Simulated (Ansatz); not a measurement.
Saddle point of Si2H3F, singlet (Si₂H₃F ([F][SiH2][SiH]) → Si₂H₃F ([F][SiH][SiH2]); bonds formed: F1–Si3; bonds broken: F1–Si2), PBE0-D4/def2-TZVP structure:

F1  (0.995, 0.091, -1.133)
Si2  (-0.179, 0.208, 0.905)
Si3  (-0.696, 0.042, -1.356)
H4  (-0.926, -1.455, -1.461)
H5  (1.088, -0.397, 1.410)
H6  (-0.282, 1.511, 1.636)
(Å)

Energies are electronic, without zero-point energy. Barriers and step energies count from the start structure reached by relaxing down the imaginary mode; all methods use the PBE0-D4 structures, on which another method's saddle can fall below an end. Ansatz 0.2.0; basis: def2-TZVPP, with def2-QZVPP for the basis limit; cores frozen in the correlated methods. B3LYP uses VWN-RPA correlation. Extrapolation: Hartree–Fock as exp(−7.88 √X), correlation as X^−2.97.

```
      method  barrier (kcal/mol)  step energy (kcal/mol)
       SPW92               15.36                  -10.53
      PBE-D4               16.78                   -8.21
     BLYP-D4               17.28                   -6.42
   r2SCAN-D4               20.18                   -8.23
      B97M-V                   ?                   -5.72
     PBE0-D4                   ?                   -5.39
    B3LYP-D4                   ?                   -4.29
  r2SCAN0-D4               24.17                   -5.56
    BHLYP-D4               27.23                   -0.87
CAM-B3LYP-D4               24.90                   -1.84
     wB97X-V               26.62                   -0.56
     wB97M-V               23.85                   -1.18
      B2PLYP               23.87                   -4.08
    PBE-QIDH               26.36                   -3.91
  RPA on PBE               23.48                   -2.97
          HF               35.92                    5.94
         MP2               26.72                   -4.58
        CCSD               28.50                   -1.41
     CCSD(T)               25.81                   -3.93
```

Q: Fill in the withheld barriers. (Judge from chemistry; the value comes from the calculation.)

A: By the calculation: B3LYP-D4 21.67; B97M-V 21.19; PBE0-D4 22.31 kcal/mol. Each is the energy of the saddle less that of the start structure, by the same method.

For comparison, the barrier by CCSD(T) at an estimated basis limit (MP2 extrapolated from triple and quadruple zeta, plus CCSD(T) − MP2 in triple zeta) is 25.34 kcal/mol.

The T1 diagnostic stays at or below 0.030. The T1 diagnostic is large here, which may signal multireference character or strong orbital relaxation, so CCSD(T) is less sure. The restricted Hartree–Fock reference is unstable towards an unrestricted one at one or more of these structures. A large double-excitation amplitude points to some diradical character; no triplet was computed.

Labels in which every atom is bracketed show which atoms are joined, not bond orders.

For scale, one of the runs: CCSD(T)/def2-TZVPP, 157 basis functions, launched by `ansatz run in.yaml --threads 2 --pin off --events-out ev --progress --plain --max-ram 4352MiB`. Hardware: 2 CPU threads of an Arm Neoverse V1, shared host. Wall time 19 s; peak host memory 1 GiB.
